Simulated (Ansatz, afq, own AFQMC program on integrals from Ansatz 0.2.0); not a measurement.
## The Si3–H7 bond of AlSi₂NH₈, singlet, worked out

```xyz
12

Al   -0.9097    1.7242   -0.2600
N    -0.0708    0.1413   -0.0189
Si   -0.1491   -0.7080    1.5190
Si    0.8535   -0.6065   -1.3147
H    -0.8000    2.4156   -1.6816
H    -1.7105    2.3365    0.9627
H     1.2161   -0.8757    2.1096
H    -0.7368   -2.0738    1.3448
H    -0.9989    0.0715    2.4668
H     0.8393    0.2907   -2.5077
H     0.2729   -1.9331   -1.6940
H     2.2708   -0.8381   -0.8920
```

The molecule and both fragments are relaxed with PBE0/def2-SVP; the fragments keep their bonds.

Basis def2-TZVP. Only valence electrons are correlated. Integrals, coupled cluster, full CI and functionals: Ansatz 0.2.0; the random walks run on the same integrals in our own AFQMC program. ph-AFQMC/CISD is guided by a CISD state made of CCSD amplitudes; releasing the constraint for a short imaginary time cuts its bias at the price of noise, slowly where states lie close. Uncertainties: one standard error, sampling alone.

Total energies in eV. CBS is CCSD(T) at the limit of def2-TZVPP/QZVPP (extrapolated itself); the highest rung of each member is named.

Cautions: AlSi₂NH₈ (singlet): the released value is read at 0.90 1/Eh with a noise of 20 meV, more than in the cases checked (meV from the phaseless value at times in 1/Eh: -11 ± 14 at 0.21, 1 ± 14 at 0.42, -2 ± 13 at 0.63, -4 ± 20 at 0.90); AlSi₂NH₇ (doublet): the ph-AFQMC/CISD walk drifts between its halves (2.1 errors), the released value is read at 0.90 1/Eh with a noise of 14 meV, more than in the cases checked (meV from the phaseless value at times in 1/Eh: -51 ± 18 at 0.21, -63 ± 15 at 0.42, -66 ± 25 at 0.63, -23 ± 14 at 0.90).

```
           member  count  CCSD(T)/def2-TZVP  highest rung in def2-TZVP           which  CCSD(T)/CBS
AlSi₂NH₇, doublet     +1        -23918.0181       -23918.0901 ± 0.0145  released AFQMC  -23921.0685
      H (doublet)     +1           -13.6005                   -13.6005             FCI     -13.6059
AlSi₂NH₈, singlet     -1        -23935.6650       -23935.7264 ± 0.0198  released AFQMC  -23938.8522
```

Q: Work out the best estimate of the bond energy: the CCSD(T)/CBS difference plus the step from CCSD(T) to the highest rung.

A: Sums with the counts: CCSD(T)/CBS 4.1778 eV, highest rung 4.0358 eV, CCSD(T)/def2-TZVP 4.0464 eV. The step is 4.0358 − 4.0464 = -0.0106 eV, so the best estimate is 4.1778 + (-0.0106) = 4.1672 eV = 402.1 kJ/mol, with sampling noise 0.025 eV. The step is under twice that noise, so its sign is open. The basis set is worth 0.131 eV of it. Zero-point, core-correlation and spin–orbit terms aren't in it. Past Ne the Hartree–Fock part of each CBS total tends to overshoot, since the cores don't follow the formula; that largely cancels in the difference.

Best estimates are given only where the step beyond CCSD(T) is under 0.3 eV and no member's determinant is very poor (T1 over 0.05, or 0.07 for open shells, ⟨S²⟩ too high by 0.3, two states mixed), so the hardest cases are missing from such tables.

Each member of a difference takes its own highest rung, so a best estimate needn't equal the limit plus the step of one row. Released energies are given only where the last usable release times agree within the noise; a slower fall can still hide under it.
